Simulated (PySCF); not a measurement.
**BF (SMILES [B]F): a chain of runs**

Wanted: a series of 20 runs (PBE0-D4/def2-TZVP, CCSD(T)/def2-TZVPP, RI-MP2/def2-QZVPP, PBE-D4/def2-TZVPP, r2SCAN-D4/def2-TZVPP, B3LYP-D4/def2-TZVPP, PBE0-D4/def2-TZVPP, wB97M-V/def2-TZVPP, and more) of BF. The job is set up through a Python script.

Program for the calculation: PySCF 2.14.0.

### 1 The molecule

BF has 2 atoms, charge 0, and is taken as a singlet. SMILES: `[B]F`. All atoms were displaced at random from a relaxed shape. The run starts from this shape.

Bond lengths: B1–F2 1.195 Å.

### 2 A geometry optimisation at PBE0-D4/def2-TZVP (density fitting with def2-universal-jkfit) (run 1)

mol.xyz

```xyz
2

B      0.058340     0.024659     0.050620
F      0.014287     0.001467     1.244969
```

job.py

```python
from pyscf import gto, dft
from pyscf.geomopt.geometric_solver import kernel as optimise

system = gto.Mole()
system.atom = 'mol.xyz'
system.basis = 'def2-tzvp'
system.verbose = 3
system.max_memory = 1860
system.build()

mf = dft.RKS(system)
mf.xc = 'pbe0'
mf = mf.density_fit(auxbasis='def2-universal-jkfit')
mf.disp = 'd4'
mf.max_cycle = 100
mf.grids.level = 4
mf.conv_tol = 1e-09
converged, mol_eq = optimise(mf, maxsteps=100)
print('converged:', converged)
print(mol_eq.tostring())

mf.reset(mol_eq)
system = mol_eq
mf.kernel()
energy = mf.e_tot
print(f'total energy: {energy:.8f} hartree')
```

Started as:

```console
$ OMP_NUM_THREADS=1 python job.py
```

Standard output:

```text
maxiter                   100
[... 17 lines left out ...]
> Will converge when all 5 criteria are reached:
[... 15 lines left out ...]
converged SCF energy = -124.575465412905
[... 14 lines left out ...]
converged SCF energy = -124.579908867281
[... 29 lines left out ...]
converged SCF energy = -124.580548900739
[... 23 lines left out ...]
Converged! =D
[... 1 line left out ...]
converged: True
B           0.05957714        0.02530625        0.01680989
F           0.01303304        0.00076713        1.27881613
converged SCF energy = -124.580549082073
total energy: -124.58054908 hartree
```

Run time: 12 s. Hardware: 1 thread of Arm Neoverse V1, shared host; peak memory 0.54 GiB.

The path in brief:

```
step  energy from the first frame kept (eV)  largest force (eV/Å)
   0                                 0.0000                4.4201
   1                                -0.1209                1.4192
   2                                -0.1376                0.2728
   3                                -0.1383                0.0226
   4                                -0.1383                0.0006
```

After the run. Bond lengths: B1–F2 1.263 Å.

### 3 The harmonic vibrations at PBE0-D4/def2-TZVP (density fitting with def2-universal-jkfit) (run 2)

start.xyz

```xyz
2
BF
B      0.000000     0.000000    -0.631551
F      0.000000     0.000000     0.631551
```

run.py

```python
from pyscf import gto, dft, symm
from pyscf.hessian import thermo

system = gto.Mole()
system.atom = 'start.xyz'
system.basis = 'def2-tzvp'
system.verbose = 3
system.max_memory = 1860
system.build()

calc0 = dft.RKS(system, xc='pbe0')
calc0 = calc0.density_fit(auxbasis='def2-universal-jkfit')
calc0.max_cycle = 100
calc0.disp = 'd4'
calc0.grids.level = 4
calc0.conv_tol = 1e-09
calc0.kernel()

energy = calc0.e_tot
print('E = %.10f Eh' % energy)
hess = calc0.Hessian().kernel()
modes = thermo.harmonic_analysis(system, hess)
thermo.dump_normal_mode(system, modes)
symm.geom.TOLERANCE = 1e-3  # for the symmetry number
th = thermo.thermo(calc0, modes['freq_au'], 298.15, 101325)
thermo.dump_thermo(system, th)
```

Started as:

```console
$ OMP_NUM_THREADS=1 python run.py
```

Standard output:

```text
converged SCF energy = -124.580549157295
E = -124.5805491573 Eh

WARN: DFTD4 does not support analytical Hessian, using finite difference.

WARN: Mole.unit (angstrom) is changed to Bohr

Mode                                 0
Irrep
Freq [cm^-1]                     1423.8687
Reduced mass [au]                  12.8127
Force const [Dyne/A]               15.3049
Char temp [K]                    2048.6301
Normal mode                   x     y     z
       0   B                 0.00  0.00 -0.24
       1   F                 0.00  0.00  0.14
temperature 298.1500 [K]
pressure 101325.00 [Pa]
Rotational constants [GHz] inf 45.97654 45.97654
Symmetry number 1
Zero-point energy (ZPE) 0.00324 [Eh]   8516.626 [J/mol]
                           tot       elec      trans        rot        vib
Entropy [J/mol/K]       200.259      0.000    151.085     49.107      0.068
Cv [J/mol/K]             21.194      0.000     12.472      8.314      0.408
Cp [J/mol/K]             29.509      0.000     20.786      8.314      0.408
Internal energy [J/mol]                      3718.434   2478.956   8534.313
Internal energy [Eh]   -124.57494  -124.58055
Enthalpy [J/mol]                             6197.391   2478.956   8534.313
Enthalpy [Eh]          -124.57399
Gibbs free energy [J/mol]                  -38848.481 -12162.198   8514.054
Gibbs free energy [Eh] -124.59674
```

It took 14 s on 1 thread of Arm Neoverse V1, shared host; peak memory 0.74 GiB.

Runs 3 to 7 aren't shown in full; the table further down has their settings and results.

### 4 The energy at PBE0-D4/def2-TZVPP (run 8)

start.xyz

```xyz
2

B      0.059577     0.025306     0.016810
F      0.013033     0.000767     1.278816
```

job.py

```python
# 13768-60-0
from pyscf import gto, dft

mol = gto.M(
    atom='start.xyz',
    spin=0,
    basis='def2-tzvpp',
    charge=0,
    max_memory=1860,
    verbose=3,
)

mf = dft.RKS(mol, xc='pbe0')
mf.grids.level = 5
mf.conv_tol = 1e-10
mf.disp = 'd4'
mf.kernel()
if not mf.converged:
    mf = mf.newton().run(mf.mo_coeff, mf.mo_occ)

e_final = mf.e_tot
print(f'total energy: {e_final:.8f} hartree')
```

Started as:

```console
$ OMP_NUM_THREADS=1 python job.py
```

Standard output:

```text
converged SCF energy = -124.580542433724
total energy: -124.58054243 hartree
```

Wall time 3.3 s (1 thread of Arm Neoverse V1, shared host); peak memory 0.29 GiB.

Runs 9 to 19 aren't shown in full; the table further down has their settings and results.

### 5 The doublet cation: the energy at UB3LYP/6-31G(d) (spherical functions) (run 20)

mol.xyz

```xyz
2
BF
B      0.059577     0.025306     0.016810
F      0.013033     0.000767     1.278816
```

run.py

```python
from pyscf import gto, dft

mol = gto.M(
    atom='mol.xyz',
    verbose=3,
    basis='6-31g*',
    max_memory=1860,
    charge=1,
    spin=1,
)

ks = dft.UKS(mol, xc='b3lyp')
ks.conv_tol = 1e-10
ks.grids.level = 5
ks.kernel()
if not ks.converged:
    ks = ks.newton().run(ks.mo_coeff, ks.mo_occ)

etot = ks.e_tot
print('E = %.10f Eh' % etot)
```

Started as:

```console
$ OMP_NUM_THREADS=1 python run.py
```

Standard output:

```text
WARN: HOMO -0.271223849838317 >= LUMO -0.271223849838319

converged SCF energy = -124.257955230871  <S^2> = 0.75241591  2S+1 = 2.0024145
E = -124.2579552309 Eh
```

It took 2.9 s on 1 thread of Arm Neoverse V1, shared host; peak memory 0.2 GiB.

### 6 All runs side by side

```
run                                                          level         task  optimizer  partner  energy (Eh)  dipole moment (D) of the reference  HOMO energy (eV)  LUMO energy (eV)  wall time
  1  PBE0-D4/def2-TZVP (density fitting with def2-universal-jkfit)     optimise  geomeTRIC     base  -124.580549                                1.01             -8.02             -1.03       12 s
  2  PBE0-D4/def2-TZVP (density fitting with def2-universal-jkfit)  frequencies          –     base  -124.580549                                1.01             -8.02             -1.03       14 s
  3                                             CCSD(T)/def2-TZVPP       energy          –     base  -124.505664                                0.87            -11.02              2.24      3.9 s
  4  RI-MP2/def2-QZVPP (density fitting with def2-universal-jkfit)       energy          –     base  -124.517759                                0.87            -11.02              1.91     0.95 s
  5                                              PBE-D4/def2-TZVPP       energy          –     base  -124.577096                                1.10             -6.75             -2.09      6.9 s
  6                                           r2SCAN-D4/def2-TZVPP       energy          –     base  -124.652245                                1.10             -7.01             -1.79      7.2 s
  7                                            B3LYP-D4/def2-TZVPP       energy          –     base  -124.721491                                0.99             -7.84             -1.32      3.9 s
  8                                             PBE0-D4/def2-TZVPP       energy          –     base  -124.580542                                1.01             -8.02             -1.03      3.3 s
  9                                             wB97M-V/def2-TZVPP       energy          –     base  -124.689034                                0.96            -10.30              1.04       12 s
 10                                              B2PLYP/def2-TZVPP       energy          –     base  -124.642088                                0.92             -9.17              0.27      3.3 s
 11                                               SVWN5/def2-TZVPP       energy          –     base  -123.796581                                1.08             -6.81             -2.32      2.4 s
 12                                              M06-2X/def2-TZVPP       energy          –     base  -124.676294                                0.87             -9.17             -0.07      5.7 s
 13                             B3LYP/6-31G* (spherical functions)       energy          –     base  -124.656130                                1.10             -7.28             -0.58      1.8 s
 14                                                      HF/STO-3G       energy          –     base  -122.356134                                1.10             -7.61              8.93     0.62 s
 15                                            UCCSD(T)/def2-TZVPP       energy          –   cation  -124.098181                                   –            -24.22             -9.12       14 s
 16                                             UPBE-D4/def2-TZVPP       energy          –   cation  -124.177564                                   –            -18.11            -14.56      6.9 s
 17                                           UB3LYP-D4/def2-TZVPP       energy          –   cation  -124.313821                                   –            -19.41            -14.05        6 s
 18                                            UPBE0-D4/def2-TZVPP       energy          –   cation  -124.179540                                   –            -19.76            -13.42      5.7 s
 19                                           U-wB97M-V/def2-TZVPP       energy          –   cation  -124.279823                                   –            -21.70            -11.78       19 s
 20                            UB3LYP/6-31G* (spherical functions)       energy          –   cation  -124.257955                                   –            -19.36            -13.97      2.9 s
```

### 7 Outcome

| quantity | value |
| --- | --- |
| doublet cation, run 20: total energy | -124.25796 Eh |
| doublet cation, run 20: HOMO energy (highest over α and β) | -19.36 eV |
| doublet cation, run 20: LUMO energy (lowest over α and β) | -13.97 eV |
| doublet cation, run 20: ⟨S²⟩ | 0.752 |
| vertical ionisation energy (to the doublet cation), CCSD(T)/def2-TZVPP | 11.088 eV |
| vertical ionisation energy (to the doublet cation), PBE-D4/def2-TZVPP | 10.872 eV |
| vertical ionisation energy (to the doublet cation), B3LYP-D4/def2-TZVPP | 11.093 eV |
| vertical ionisation energy (to the doublet cation), PBE0-D4/def2-TZVPP | 10.912 eV |
| vertical ionisation energy (to the doublet cation), wB97M-V/def2-TZVPP | 11.135 eV |
| vertical ionisation energy (to the doublet cation), B3LYP/6-31G* | 10.835 eV |

What this shows: At CCSD(T)/def2-TZVPP: removing an electron at fixed nuclei costs 11.09 eV (1070 kJ/mol). At PBE-D4/def2-TZVPP: removing an electron at fixed nuclei costs 10.87 eV (1049 kJ/mol). The negative HOMO energy of the first species, 6.75 eV, lies 4.12 eV below that difference. At B3LYP-D4/def2-TZVPP: removing an electron at fixed nuclei costs 11.09 eV (256 kcal/mol). The negative HOMO energy of the first species, 7.84 eV, lies 3.26 eV below that difference. At PBE0-D4/def2-TZVPP: removing an electron at fixed nuclei costs 10.91 eV (252 kcal/mol). Totals of different functionals can't be ranked against each other. In run 14 the basis is minimal, so the values are rough. All runs together took 2.2 min, the longest 19 s.
